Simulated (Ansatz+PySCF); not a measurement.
The numbers below are computed, except where a source is named.
This PySCF input gave a total energy of -114.30113 hartree.

```python
from pyscf import gto, scf

mol = gto.M(atom="""
C 0.035790 -0.036860 -0.622910
O 0.020190 -0.044000 0.621470
H -0.034520 0.788700 0.917520
H 0.038690 -0.952510 -1.035070
H -0.380440 0.736960 -1.116730
""", basis='def2-svp', charge=0, spin=1)
mf = scf.UHF(mol)
mf.kernel()
print(mf.converged, mf.e_tot, mf.spin_square()[0])
```

Task: Write an input for Ansatz with the same method and basis set.

Result:

```yaml
crystal:
  periodic: [false, false, false]
  atoms:
    - { symbol: C, position_ang: [0.03579, -0.03686, -0.62291] }
    - { symbol: O, position_ang: [0.02019, -0.044, 0.62147] }
    - { symbol: H, position_ang: [-0.03452, 0.7887, 0.91752] }
    - { symbol: H, position_ang: [0.03869, -0.95251, -1.03507] }
    - { symbol: H, position_ang: [-0.38044, 0.73696, -1.11673] }
basis:
  gaussian: { orbitals: def2-SVP }
magnetization:
  spin_polarized: true
  initial_magnetization: 1
hamiltonian:
  xc: hf
scf:
  omitted_lower_state_checks: [stability, starts, atomic_configurations, cluster_reference, orbital_swaps, given_window_search, neighbouring_geometries, increment]
```

Ansatz (development build ahead of 0.2.0) gave -114.30113 hartree, 0.05 meV from the first.
